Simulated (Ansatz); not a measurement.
**Isomers**

Structures of CH2NNa, closed shell, relaxed at PBE0-D4/def2-TZVP (vibrations not checked; lower isomers may exist, and structures with a doubtful reference or unclear bonds are left out). Program: Ansatz 0.2.0. Basis: def2-TZVPP. Cores are frozen in the correlated methods. The outer core shell of Li, Na, Mg and K is correlated. The def2 sets are not built for correlating such inner shells, so the correlated values are less sure here. B3LYP uses VWN-RPA correlation.

Problem. Rank them by CCSD(T) energy, lowest first, and give each one's height above the lowest. Links in brackets join atoms within 1.22 times the sum of their covalent radii (1.1 for two metals). (Judge from chemistry; the value comes from the calculation.)
A.
CH₂NNa ([H]1[C]2[NH][Na]12)
```
5
angstrom
N 0.3809 1.1484 0.0424
C -0.3562 0.1094 -0.2267
Na -0.4746 2.3984 -1.4595
H 1.0124 0.9310 0.8094
H -1.0714 0.3871 -1.1108
```
B.
CH₂NNa ([CH2][N][Na])
```
5
angstrom
N 0.1850 -0.5030 0.1640
C -0.8617 0.0758 -0.1745
Na 1.9138 -1.4650 0.7273
H -1.8890 -0.2770 0.0898
H -0.8929 1.0142 -0.7812
```
C.
CH₂NNa ([CH][N][NaH])
```
5
angstrom
C -0.3026 0.4944 -0.4952
N 0.5081 -0.1540 -0.0178
Na 2.2696 -1.5383 0.9935
H 3.6603 -2.6083 1.7673
H -1.0617 1.1019 -0.9427
```

Solution. The calculation gives: B (0.0 kJ/mol), C (42.9 kJ/mol), A (78.2 kJ/mol). Heights count from the lowest.

Problem. Do PBE-D4, r2SCAN-D4, PBE0-D4, B3LYP-D4, wB97M-V, HF, MP2 give the same order? (Judge from chemistry; the calculation decides.)

Solution. By the calculation: All do.

The T1 diagnostic stays at or below 0.015.

For scale, one of the runs: CCSD(T)/def2-TZVPP, 122 basis functions, launched by `ansatz run in.yaml --threads 2 --pin off --events-out ev --progress --plain --max-ram 4352MiB`. Hardware: 2 CPU threads of an Arm Neoverse V2, shared host. Wall time 9 s; peak host memory 0.6 GiB.
